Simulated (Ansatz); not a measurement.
```yaml
crystal:
  periodic: [false, false, false]
  atoms:
    - {symbol: Al, position_ang: [0.187909, 0.054424, -0.194346]}
    - {symbol: Cl, position_ang: [2.234297, -0.147065, 2.710094]}
    - {symbol: H, position_ang: [-2.560076, -1.983580, -0.548812]}
    - {symbol: H, position_ang: [0.262742, 2.197679, -2.365070]}
basis:
  gaussian: {orbitals: def2-SVPD}
hamiltonian: {xc: {name: RPBE}, pseudopotentials: {relativity: none}}
```

```sh
$ ansatz run in.yaml --threads 4 --pin off --events-out ev --progress --plain --max-ram 10444MiB
```

Shortened log:

```
Functional definition: RPBE
633 factors; their error is unknown
mean field evaluation 1: about -19132.7626 eV, gradient 2.8e1 eV
mean field evaluation 2: about -18920.3930 eV, gradient 1.2e2 eV
mean field evaluation 4: about -19072.2450 eV, gradient 1.1e2 eV
mean field evaluation 8: about -19134.9423 eV, gradient 1.4e1 eV
mean field evaluation 16: about -19137.3328 eV, gradient 2.9e-4 eV
mean field -19137.33284335 eV, -703.2840102432 hartree, gradient 1.4e-5 eV, S^2 0.000000; 6 other end points of the search recorded, 0 dependent functions left out
reference -19137.33289430 eV, -703.2840121155 hartree; 16, 16 occupied and 51, 51 virtual orbitals, 633 factors
Total energy: -19137.33289430 eV, -703.2840121155 hartree
```

Problem. What is wrong with this run?

Solution. The coordinates are in bohr but typed as ångström. The run converged. The result belongs to that input, not to the molecule as meant.
